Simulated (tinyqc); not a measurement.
CCSD on RHF in the sto-3g basis, frozen core, for BH3, spin multiplicity 1, step by step. One step of it, computed by the program tinyqc.

Problem. Iteration 7 (converged): orbitals. Diagonalise F' = X^T F X, C = X C', fill 4 alpha and 4 beta electrons from the bottom; D = 2 C_occ C_occ^T. Each column has its largest component positive (the first on a tie).

converged F (hartree), order 1B 1s, 1B 2s, 1B 2px, 1B 2py, 1B 2pz, 2H 1s, 3H 1s, 4H 1s:
```
[[-7.415583, -2.175757, -0.000001, 0.000000, -0.000610, -0.477141, -0.476995, -0.476995],
 [-2.175757, -1.080207, 0.000011, 0.000000, 0.007247, -0.525631, -0.525524, -0.525524],
 [-0.000001, 0.000011, -0.168062, 0.000000, 0.000000, -0.384011, 0.192100, 0.192100],
 [0.000000, 0.000000, 0.000000, -0.167864, 0.000000, 0.000000, -0.332474, 0.332474],
 [-0.000610, 0.007247, 0.000000, 0.000000, 0.241891, 0.007334, 0.007332, 0.007332],
 [-0.477141, -0.525631, -0.384011, 0.000000, 0.007334, -0.363347, -0.127938, -0.127938],
 [-0.476995, -0.525524, 0.192100, -0.332474, 0.007332, -0.127938, -0.363236, -0.128034],
 [-0.476995, -0.525524, 0.192100, 0.332474, 0.007332, -0.127938, -0.128034, -0.363236]]
```

X, order 1B 1s, 1B 2s, 1B 2px, 1B 2py, 1B 2pz, 2H 1s, 3H 1s, 4H 1s:
```
[[1.033327, -0.177311, 0.000008, 0.000000, 0.000939, 0.027264, 0.027266, 0.027266],
 [-0.177311, 1.366777, -0.000048, 0.000000, -0.008821, -0.310084, -0.310032, -0.310032],
 [0.000008, -0.000048, 1.181133, 0.000000, 0.000001, -0.328490, 0.164336, 0.164336],
 [0.000000, 0.000000, 0.000000, 1.180897, 0.000000, 0.000000, -0.284323, 0.284323],
 [0.000939, -0.008821, 0.000001, 0.000000, 1.000230, 0.008127, 0.008125, 0.008125],
 [0.027264, -0.310084, -0.328490, 0.000000, 0.008127, 1.230248, -0.013973, -0.013973],
 [0.027266, -0.310032, 0.164336, -0.284323, 0.008125, -0.013973, 1.230159, -0.013899],
 [0.027266, -0.310032, 0.164336, 0.284323, 0.008125, -0.013973, -0.013899, 1.230159]]
```

Give: F' = X^T F X; orbital energies; coefficients C; D after iteration 7.

Solution.

F' = X^T F X (hartree):
```
[[-7.2216, -1.1851, 0.0000, 0.0000, 0.0004, -0.0494, -0.0494, -0.0494],
 [-1.1851, -0.1962, -0.0001, 0.0000, -0.0055, -0.3778, -0.3777, -0.3777],
 [0.0000, -0.0001, 0.1746, 0.0000, 0.0000, -0.4651, 0.2327, 0.2327],
 [0.0000, 0.0000, 0.0000, 0.1744, 0.0000, 0.0000, -0.4026, 0.4026],
 [0.0004, -0.0055, 0.0000, 0.0000, 0.2423, 0.0092, 0.0092, 0.0092],
 [-0.0494, -0.3778, -0.4651, 0.0000, 0.0092, 0.0426, -0.0367, -0.0367],
 [-0.0494, -0.3777, 0.2327, -0.4026, 0.0092, -0.0367, 0.0426, -0.0366],
 [-0.0494, -0.3777, 0.2327, 0.4026, 0.0092, -0.0367, -0.0366, 0.0426]]
```

orbital energies (hartree): [-7.4210, -0.6454, -0.4447, -0.4446, 0.2417, 0.6185, 0.6982, 0.6987]

coefficients C, order 1B 1s, 1B 2s, 1B 2px, 1B 2py, 1B 2pz, 2H 1s, 3H 1s, 4H 1s:
```
[[0.9911, -0.2259, 0.0000, 0.0000, -0.0114, -0.2608, 0.0000, 0.0003],
 [0.0355, 0.5804, 0.0000, 0.0000, 0.0506, 1.3592, 0.0000, -0.0016],
 [0.0000, 0.0000, 0.5035, 0.0000, 0.0000, 0.0012, 0.0000, 1.1417],
 [0.0000, 0.0000, 0.0000, 0.5036, 0.0000, 0.0000, 1.1413, 0.0000],
 [-0.0001, -0.0046, 0.0000, 0.0000, 0.9988, -0.0562, 0.0000, 0.0001],
 [-0.0060, 0.2785, 0.5252, 0.0000, -0.0179, -0.7089, 0.0000, -0.9287],
 [-0.0060, 0.2784, -0.2626, 0.4549, -0.0179, -0.7071, -0.8048, 0.4657],
 [-0.0060, 0.2784, -0.2626, -0.4549, -0.0179, -0.7071, 0.8048, 0.4657]]
```

D after iteration 7, order 1B 1s, 1B 2s, 1B 2px, 1B 2py, 1B 2pz, 2H 1s, 3H 1s, 4H 1s:
```
[[2.0666, -0.1918, 0.0000, 0.0000, 0.0018, -0.1377, -0.1376, -0.1376],
 [-0.1918, 0.6762, 0.0000, 0.0000, -0.0053, 0.3229, 0.3227, 0.3227],
 [0.0000, 0.0000, 0.5071, 0.0000, 0.0000, 0.5289, -0.2645, -0.2645],
 [0.0000, 0.0000, 0.0000, 0.5072, 0.0000, 0.0000, 0.4582, -0.4582],
 [0.0018, -0.0053, 0.0000, 0.0000, 0.0000, -0.0025, -0.0025, -0.0025],
 [-0.1377, 0.3229, 0.5289, 0.0000, -0.0025, 0.7068, -0.1207, -0.1207],
 [-0.1376, 0.3227, -0.2645, 0.4582, -0.0025, -0.1207, 0.7069, -0.1208],
 [-0.1376, 0.3227, -0.2645, -0.4582, -0.0025, -0.1207, -0.1208, 0.7069]]
```
